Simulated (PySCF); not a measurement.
# `C(C(C)C)C=O`, C$_{5}$H$_{10}$O

Cartesian coordinates in Å; atom numbers follow the order of the lines, from 1:
```xyz
16

C    -1.027    1.133   -0.897
C    -0.331   -0.028   -0.197
C    -1.092   -0.459    1.053
C     1.116    0.326    0.127
C     1.996   -0.829    0.513
O     1.666   -1.985    0.509
H    -2.068    0.877   -1.149
H    -0.515    1.411   -1.832
H    -1.054    2.027   -0.252
H    -0.304   -0.890   -0.886
H    -1.140    0.364    1.787
H    -0.612   -1.324    1.533
H    -2.126   -0.742    0.805
H     1.614    0.806   -0.739
H     1.180    1.083    0.932
H     3.041   -0.538    0.803
```

Level of theory: TDDFT CAM-B3LYP/def2-TZVPD excited states, vertical, gas phase in PySCF. Geometry: PBE0-D3(BJ)/def2-SVP.

(1) Give the one- and two-photon strengths of the lowest singlets.

## Answers

(1) δ for parallel linear polarisation; σ at the peak of a Lorentzian of half width 0.1 eV, single beam; Ω is circular over linear.
| state | E (eV) | f | photon λ (nm) | δ (au) | σ (GM) | Ω | main |
| --- | --- | --- | --- | --- | --- | --- | --- |
| S1 | 4.36 | 0.000 | 569 | 0.16 | 0.00 | 1.37 | HOMO→LUMO 0.97 |
| S2 | 6.87 | 0.021 | 361 | 130 | 2.25 | 0.45 | HOMO→LUMO+1 0.69, HOMO→LUMO+2 0.18 |
| S3 | 7.58 | 0.081 | 327 | 18.5 | 0.39 | 0.71 | HOMO→LUMO+3 0.50, HOMO→LUMO+2 0.34 |
| S4 | 7.80 | 0.008 | 318 | 103 | 2.29 | 0.76 | HOMO→LUMO+3 0.26, HOMO→LUMO+1 0.20 |
| S5 | 7.91 | 0.017 | 313 | 14.8 | 0.34 | 1.33 | HOMO→LUMO+4 0.61, HOMO→LUMO+6 0.08 |
| S6 | 7.97 | 0.005 | 311 | 1.39 | 0.03 | 0.65 | HOMO−1→LUMO 0.56, HOMO−3→LUMO 0.20 |
